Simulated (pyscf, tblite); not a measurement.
GeH₂ (SMILES [GeH2]) [singlet] + HF (SMILES F) → F–GeH: (SMILES [F][GeH]) [singlet] + H₂ (SMILES [H][H]): energy along the mass-weighted descent from the GFN2-xTB saddle (tblite), relative to the relaxed reactant side, a complex of the molecules.

| s (amu^1/2 bohr) | E (kcal/mol) |
|---|---|
| -2.14 | 0.1 |
| -1.96 | 0.2 |
| -1.72 | 0.3 |
| -1.39 | 0.4 |
| -0.974 | 0.7 |
| 0.240 | 1.5 |
| 3.12 | -24.4 |
| 5.20 | -29.0 |
| 6.03 | -30.7 |
| 6.56 | -31.4 |
| 6.90 | -31.7 |

**Question.** The GFN2-xTB barrier from the reactant side is 2.7 kcal/mol. What does ωB97X-D3(BJ) (PySCF) give from its own reactant-side minimum, in def2-SVP and in def2-TZVP?

**Answer.** 10.8 kcal/mol in the double-zeta basis after reoptimising the saddle, and 10.3 kcal/mol in the triple-zeta single point, so the tight-binding barrier lies 7.6 kcal/mol under the latter. The imaginary mode goes from 1287i to 1159i cm⁻¹.
